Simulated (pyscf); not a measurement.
A first-order saddle from PySCF, ωB97X-D3(BJ)/def2-SVP:

```xyz
10

B     -0.6584    -0.1554    -0.6917
O      0.1716    -0.2133     0.6544
H     -0.0878    -0.7544    -1.5729
H     -1.8412    -0.3543    -0.5033
H     -0.4348    -0.2845     1.4014
C     -0.4584     1.5877    -1.0324
H     -0.0112     0.8683     0.0594
H     -1.0599     1.4557    -1.9442
H      0.5283     1.9599    -1.3490
H     -0.9748     2.3508    -0.4269
```
Charge 0, spin multiplicity 1.

Surface: singlet, charge 0. Lowest wavenumbers (cm⁻¹): 1433i, 172, 399, 531, 637.

**Question.** What reaction is this the transition state of?

**Answer.** H₂B–OH + CH₄ ⇌ H₂B–CH₃ + H₂O, a four-centre exchange read from left to right: B–O, C–H broken and B–C, H–O formed. At CCSD(T)/def2-TZVPP + ΔMP2(QZVPP) it lies +2.27 eV from the left side and +0.77 eV from the right (each side as separated species at their lowest minima found). On the product side the descent ends in an adduct with a B–O contact, 0.49 eV under the separated species and 1.17 eV under the saddle at ωB97X-D3(BJ)/def2-TZVP. What is counted as broken (B–O) persists as a longer contact in the product adduct; parting that adduct is a step of its own. The same reactants have a lower exit, to H₃C–BH–OH + H₂ (barrier +1.95 eV at ωB97M-D3(BJ), against +2.21 eV here). One saddle was located; it need not be the lowest between these sides. The CCSD(T) − MP2 part came from Ansatz, without density fitting, on the same reference.
